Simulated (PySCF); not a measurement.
## Relaxation of doublet [PH3]+

Level of theory: PySCF, UPBE0, basis P def2-TZVP, H def2-TZVP (no relativity, density fitting). A (50,194) grid was used.

A start displaced from a saddle point along its imaginary mode, of C3v symmetry, held to at least that symmetry:

```xyz
4
charge 1 multiplicity 2, angstrom
P     0.0000   -0.0117    0.0000
H     0.0000    0.1200    1.3993
H     1.2118    0.1200   -0.6996
H    -1.2118    0.1200   -0.6996
```

Problem. What does it relax to?

Solution. It ends at C3v with P–H 1.405 Å (×3); H–P–H 113.3° (×3). A frequency run shows a minimum. Other isomers or separated fragments may lie lower.

Problem. How much energy is released, and in how many steps?

Solution. 8.6 kJ/mol in 5 steps.

The relaxation took 3.7 s on 2 threads of a shared Arm Neoverse V2 host, with 55 basis functions and 6 gradients; the process peaked at 0.61 GiB.
